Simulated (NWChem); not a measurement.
NO cation

```xyz
2

N      0.0000     0.0000    -0.5714
O      0.0000     0.0000     0.5013
```
Atoms are numbered in this order, from 1.

Computed with NWChem. Geometry: optimised at B3LYP/6-31G* (spherical d). Solvent water, SMD (1 M gas to 1 M solution), gas-phase geometry. Reactions with the solvent are ignored.

### Question
Taking M06-2X/def2-TZVPD as the yardstick, which of these has the fewest basis functions while keeping “solvation free energy (kcal/mol)” within 0.5 kcal/mol of it: M06-2X/def2-SVP; M06-2X/def2-TZVPP; M06-2X/def2-TZVP; M06-2X/STO-3G; M06-2X/def2-SVPD?

### Answer
M06-2X/def2-SVP.
| level | basis functions | solvation free energy (kcal/mol) |
|---|---|---|
| M06-2X/STO-3G | 10 | -85.0 |
| M06-2X/def2-SVP | 28 | -83.5 |
| M06-2X/def2-SVPD | 43 | -83.3 |
| M06-2X/def2-TZVP | 62 | -83.3 |
| M06-2X/def2-TZVPP | 62 | -83.3 |
| M06-2X/def2-TZVPD | 77 | -83.3 |

The yardstick is one finite set, not the basis-set limit.
